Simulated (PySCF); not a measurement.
Simulated C 1s region for `C(C)(NC)(C)C`, binding energy against the vacuum level.

Every computed line was given a Gaussian of 0.5 eV full width at half maximum and an area set by the number of equivalent atoms; the highest printed point is 100. Theory: PySCF, delta-SCF UKS SCAN, pcX-2 on the ionised atom, pcseg-1 elsewhere, spin-free X2C.

```tsv
binding energy (eV)	intensity
289.5	0
289.6	1
289.7	5
289.8	13
289.9	31
290.0	57
290.1	84
290.2	100
290.3	95
290.4	73
290.5	45
290.6	23
290.7	14
290.8	17
290.9	30
291.0	48
291.1	63
291.2	67
291.3	57
291.4	38
291.5	21
291.6	9
291.7	3
291.8	1
291.9	0
```

Problem. Count the maxima, the lines and the sites behind this envelope.

Solution. The curve has 2 maxima (at 290.2 and 291.2 eV). Under it lie 3 lines from 3 inequivalent carbon sites. At this width some lines have no maximum of their own.

Problem. Decompose the envelope and assign each component. Numbering: `[CH3:1][NH:2][C:3]([CH3:4])([CH3:5])[CH3:6]`.

Solution. 
```csv
position (eV),relative area,line,atoms,environment
290.23,3,C 1s,C4/C5/C6,methyl carbon
291.17,1,C 1s,C1,N-methyl carbon
291.18,1,C 1s,C3,sp3 carbon bound to nitrogen
```

Problem. What are the centre and the root-mean-square width of the whole band?

Solution. The area-weighted mean of the lines is 290.61 eV. Their own spread about it is 0.46 eV (rms) and each Gaussian has σ = 0.5/2.355 = 0.21 eV; the variances add, which gives 0.51 eV.

Lowest listed C 1s: C4/C5/C6, bonded to C and 3 H. Highest, 0.95 eV above it: C3, bonded to N and 3 C. The widest gap between neighbouring values is 0.94 eV, between 290.23 and 291.17 eV. Summing the Pauling electronegativity differences to the bonded atoms, each weighted by its formal bond order, gives -1.05 for the lowest site and +0.49 for the highest; no listed site has a larger sum than the highest. The values 291.17 and 291.18 eV lie too close for their order to be trusted.

Shake-up satellites, vibrational structure and lifetime widths aren't simulated. Topologically equivalent atoms share the value of their first member; where this conformer doesn't relate them by symmetry, their own values could differ. Geometry: PBE0-D3(BJ)/def2-SVP; no solvent, vibrations or thermal averaging.

Conformer computed: `[CH3:1][NH:2][C:3]([CH3:4])([CH3:5])[CH3:6]`: C1–N2–C3–C4 -59°.
